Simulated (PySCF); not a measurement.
Results of PBE in PySCF (GTH pseudopotentials, Gaussian basis, DZ basis) for rock-salt KI.

The same calculation (at the measured cell, 44.090 Å³/atom) with different numerical settings:

```
run  k mesh  gap on the mesh (eV)  total energy (eV/atom)
---  ------  --------------------  ----------------------
1     2×2×2                 3.824               -541.9631
2     3×3×3                 3.859               -542.0301
3     4×4×4                 3.862               -542.0338
```

In the column total energy (eV/atom) the first row differs from the last by +0.0707 and the next to last by +0.0037.

The last row is no converged limit: other settings stay fixed.

Spin–orbit coupling is not included.
